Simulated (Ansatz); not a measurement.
# Relaxing ZnH₄Pt

Level of theory: DFT PBE, scalar-relativistic, plane waves, PAW in Ansatz 0.2.0. Cutoff 420 eV, Γ-centred k mesh, Gaussian smearing, no spin polarisation in the final step.

This is the end of a relaxation of cell and atoms.

```xyz
6
Lattice="3.0207 0.0000 0.0000 0.0000 3.0207 0.0000 0.0000 0.0000 6.5457" Properties=species:S:1:pos:R:3 pbc="T T T"
Zn    0.0000    0.0000    0.0000
H     1.5103    0.0000    0.0000
H     0.0000    1.5103    0.0000
H     0.0000    0.0000    2.7106
H     0.0000    0.0000    3.8351
Pt    1.5103    1.5103    3.2729
```

Formation energies are uncorrected and refer to the elements' standard structures at the same level (H₂ as a molecule).

What space group does it have?

P4/mmm (No. 123). Conventional cell: a = 3.021 Å, c = 6.546 Å. Zn has 4 H at 1.51 Å; around H on Wyckoff site f (2 atoms of the primitive cell) lie 2 Zn at 1.51 Å; H on Wyckoff site g (2 atoms of the primitive cell) has 1 H at 1.12 Å; around Pt lie 8 H at 2.21 Å.

What is its formation energy per atom?

0.62 eV/atom.

Is it a metal?

Yes, bands cross the Fermi level on the 12×12×6 mesh.

The final run used a 12×12×6 mesh on its 6-atom cell and 0.10 eV smearing. For metals, differences of a few meV/atom aren't resolved. Weakly bound directions are ill-defined at this level, which has no dispersion term. Spin–orbit coupling is left out. The cell came from a trial start, so ZnH₄Pt may not exist in this structure.

Cost: 3 runs of about 1.5 core-minutes in all, on Arm Neoverse V1 (shared hosts).